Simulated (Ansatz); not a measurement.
Mulliken charges of `O=BO` from PBE/def2-TZVPP in Ansatz (PBE0-D4/def2-TZVP geometry).

```
atom   x (Å)   y (Å)   z (Å)  charge (e)
  O1  -1.555   0.524   0.429      -0.191
  B2  -0.424   0.132   0.249       0.190
  O3   0.817  -0.302   0.109      -0.232
  H4   1.162  -0.354  -0.786       0.233
```

Question: By hand: the dipole of these point charges (1 e Å = 4.8032 D).

Answer: Σ q r = (0.298, -0.087, -0.243) e Å, of length 0.394 e Å = 1.89 D.

Question: How does the dipole of the full density compare? (Best estimate.)

Answer: Computed: (0.633, -0.195, -0.403) e Å, 3.72 D; the point charges give 0.51 times that, at 7° from its direction.

Point charges leave out the atoms' own dipoles, such as those of lone pairs, and Mulliken's split depends on the basis, so the two needn't agree.
